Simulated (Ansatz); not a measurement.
`C=C(F)NC` + H₂ → `C=CF` + CH₃NH₂ at 700 K and 1 bar (hydrogenolysis of a C–N bond).

Gas-phase electronic energies from Ansatz, PBE0-D4/def2-TZVP geometries. CBS: MP2 limit from def2 TZ/QZ plus the TZ coupled-cluster correction, frozen cores. This one scheme is used for every species. One conformer a species, not always the lowest.

| species | CCSD(T)/CBS energy (Eh) | H − E (kJ/mol) | S (J/(mol·K)) |
| --- | --- | --- | --- |
| `C=C(F)NC` | -272.22690 | 305.8 | 420.2 |
| H₂ | -1.17544 | 46.8 | 155.3 |
| `C=CF` | -177.66469 | 155.1 | 309.1 |
| CH₃NH₂ | -95.75281 | 207.6 | 296.6 |

H − E and S are ideal-gas, rigid-rotor, harmonic terms from PBE0-D4/def2-TZVP, for one conformer and one mirror image of each species. The MP2-based limit puts H₂ 0.8 mEh under its directly extrapolated value; such offsets cancel only in part. 1 Eh = 2625.50 kJ/mol, R = 8.31446 J/(mol·K).

**Question.** By hand: ΔE, ΔH, ΔS and ΔG.

**Answer.** ΔE = (-177.66469) + (-95.75281) − (-272.22690) − (-1.17544) = -0.01516 Eh = -39.8 kJ/mol. Δ(H − E) = 155.1 + 207.6 − 305.8 − 46.8 = 10.1, so ΔH = -29.7 kJ/mol. ΔS = 309.1 + 296.6 − 420.2 − 155.3 = 30.2 J/(mol·K). ΔG = -29.7 − 700 × (30.2)/1000 = -50.8 kJ/mol.

**Question.** By hand: the equilibrium constant, and the temperature at which ΔG would vanish if ΔH and ΔS stayed fixed.

**Answer.** log₁₀ K = −ΔG/(RT ln 10) = 3.8. ΔH and −TΔS have one sign here, so there is no such temperature.

TΔS isn't small against ΔH here. A doubt of 5 kJ/mol in ΔE shifts log₁₀ K by 0.4 here. Other conformers and mirror images would add mixing entropy, several J/(mol·K) or more a flexible species. These are equilibria of isolated gas molecules and say nothing of rates. Largest T1 diagnostic: 0.012 (customary marks: 0.02 for closed shells, 0.045 for open ones).
